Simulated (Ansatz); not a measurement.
A nudged elastic band was laid between two geometries of BFH4S (7 atoms, charge 0, multiplicity 1).

Theory: Ansatz 0.2.0, RKS PBE-D4/def2-SVP.

- movable images: 5
- climbing image: yes
- spring: 5.0 eV/Å²
- optimiser: quadratic models (default)
- start path: straight line
- force threshold: 0.03 eV/Å
- iteration limit: 60
- end points: relaxed

First end point:

```xyz
7
Properties=species:S:1:pos:R:3
B 0.032 0.072 0.042
H 0.314 0.696 1.061
H 0.868 -0.031 -0.850
F -1.283 0.065 -0.336
S 0.373 -1.935 0.902
H -0.235 -2.689 -0.059
H -0.717 -2.014 1.719
```

Last end point:

```xyz
7
Properties=species:S:1:pos:R:3
B 0.233 -0.890 -0.884
H -0.476 0.655 2.882
H 1.192 -0.207 -1.183
F -0.940 -0.689 -1.485
S 0.438 -2.167 0.372
H -0.853 -2.609 0.340
H -0.244 0.070 2.437
```

**Question.** What changes between the two ends?

**Answer.** Bonds broken: B1–H2, S5–H7. Bonds formed: H2–H7. BFH4S becomes BFH2S + H2.

**Question.** Give the energies along the band, and the barrier.

**Answer.** The run converged. The highest image is number 2 of 0 to 6, 0.59 eV above the first end and 1.04 eV above the last; the last end lies 0.45 eV below the first. Another band between the same ends (5 images) ends at a top of the same energy, where a vibrational analysis finds 1 clearly imaginary mode. The orbitals stay closed-shell, which can raise the energy where a bond breaks towards radicals; this wasn't checked here.

| image | path coordinate (Å) | energy (eV) | B1–H2 (Å) | S5–H7 (Å) | H2–H7 (Å) |
| --- | --- | --- | --- | --- | --- |
| 0 | 0.00 | 0.00 | 1.23 | 1.36 | 2.97 |
| 1 | 1.37 | 0.08 | 1.22 | 1.36 | 2.57 |
| 2 | 2.74 | 0.59 | 1.33 | 1.63 | 1.12 |
| 3 | 3.57 | -0.10 | 2.05 | 2.38 | 0.78 |
| 4 | 4.40 | -0.41 | 2.76 | 2.95 | 0.77 |
| 5 | 5.23 | -0.45 | 3.54 | 3.21 | 0.77 |
| 6 | 6.06 | -0.45 | 4.13 | 3.12 | 0.77 |

**Question.** What is the geometry of the highest image?

**Answer.** 
```xyz
7
Properties=species:S:1:pos:R:3
B -0.025 -0.251 0.025
H -0.307 0.131 1.264
H 1.025 0.296 -0.259
F -1.126 -0.162 -0.762
S 0.534 -2.210 0.408
H -0.738 -2.693 0.510
H -0.012 -0.948 1.291
```

The run took 2 min on 1 thread of Arm Neoverse V1, with other jobs on the host, peak memory 0.11 GiB.
